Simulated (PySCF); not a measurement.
Species: CH₆Si.
SMILES with atom numbers: `[CH3:1][SiH3:2]` (hydrogens: H3, H4, H5 on C1; H6, H7, H8 on Si2)

Structure used (PBE0-D3(BJ)/def2-SVP), in Å, numbered top down from 1:
```
atom  x, y, z in Å
C1    -0.9823   -0.1158    0.0185
Si2    0.8832    0.1065   -0.0279
H3    -1.4402    0.5843    0.7338
H4    -1.2492   -1.1392    0.3227
H5    -1.4222    0.0724   -0.9727
H6     1.2389    1.5013   -0.4354
H7     1.5070   -0.8380   -1.0060
H8     1.4829   -0.1527    1.3179
```

Method used: PBE0-D3(BJ)/def2-SVP geometry optimisation, gas phase in PySCF 2.14.0.

Take the most abundant isotopes and a rigid rotor. 

Question: What are A, B and C (MHz)?

Answer: Ia = 9.12, Ib = 46.57, Ic = 46.57 u·Å²; 505379 MHz·u·Å²/I gives A = 55437, B = 10853, C = 10853 MHz.

Question: Classify the top.

Answer: A prolate symmetric top, as the point group C3v requires two equal moments; Ray's κ = -1.000.

Question: Where do the R-branch lines fall?

Answer: The dipole of 0.80 D lies along the symmetry axis, so ΔK = 0 and J+1 ← J falls at 2B(J+1) for every K: 21.71 GHz, 43.41 GHz, 65.12 GHz, 86.82 GHz, 108.53 GHz for J = 0 to 4.

Question: Estimate the classical rotational partition function at 50 K and 298.15 K.

Answer: Point group C3v, symmetry number σ = 3; q = (√π/σ)·√((kT/h)³/(ABC)), k/h = 20836.6 MHz/K: 246 at 50 K, 3580 at 298.15 K.

Not checked by PBE0-D3(BJ)/def2-SVP frequencies. No vibrational averaging or centrifugal distortion is included, and the geometry carries the error of its method.

Rough CPU time on one thread of a shared machine: about 6 s. That covers the optimisation of the geometry.
